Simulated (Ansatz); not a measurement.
System: chalcopyrite ZnGeP2. Method: PBEsol (plane waves, PAW; Ansatz, a quantum-chemistry and plane-wave program).

Settings: plane-wave cutoff 520 eV, 10×10×10 k mesh, Fermi–Dirac smearing 0.01 eV, scalar-relativistic PAW data made under PBE.

A third-order Birch–Murnaghan fit to the energies gives V0 = 19.692 Å³/atom, B0 = 83.3 GPa, B′ = 4.6.

```json
[
 {"V (Å³/atom)": "18.905", "P (GPa)": "…"},
 {"V (Å³/atom)": "19.299", "P (GPa)": "1.76"},
 {"V (Å³/atom)": "19.693", "P (GPa)": "0.00"},
 {"V (Å³/atom)": "20.086", "P (GPa)": "…"},
 {"V (Å³/atom)": "20.480", "P (GPa)": "…"}
]
```

Problem. Estimate the withheld pressures from this fit; the answers are the runs' own values.

Solution. 
- 18.905, P (GPa): 3.73
- 20.086, P (GPa): -1.58
- 20.480, P (GPa): -2.99

The formula P = (3/2) B0 (x^(7/3) − x^(5/3)) [1 + (3/4)(B′ − 4)(x^(2/3) − 1)] with x = V0/V meets the computed pressures within 0.01 GPa when these rounded values are put in.

Shape and atoms are relaxed at each volume.

Measured, for comparison: bulk modulus 79 GPa (room temperature, no zero-point or thermal correction; as tabulated in Isothermal phase behavior of Ag3SbS3, ZnGeP2, and ZnS (abstract)). Computed (rounded) less measured: bulk modulus +5 %. A static lattice is as a rule a little smaller and stiffer than an uncorrected measurement, which can account for part of this.

Note: the bulk modulus comes from volumes at which shape and atoms were relaxed.

The result took very roughly 40 core-minutes.
